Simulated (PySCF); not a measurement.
Bonds broken one at a time in the series CF3-X. Isolated molecules, 0 K electronic values unless said otherwise. One relaxed conformer stands for each flexible species; it need not be the lowest. Strings in code marks are SMILES.

Calculation: PBE-D3(BJ)/def2-TZVP // B3LYP-D3(BJ)/def2-TZVP (PySCF). 

A: whole molecule (`F[C](F)(F)[GeH3]`)
B: whole molecule (`FC(F)(F)F`)
C: radical fragment (`F[C](F)Br`)
D: whole molecule (`FC(C)(F)F`)

Problem. Pick the species with the lowest dipole moment.

Solution. B (0.00 D); next is C (0.18 D).
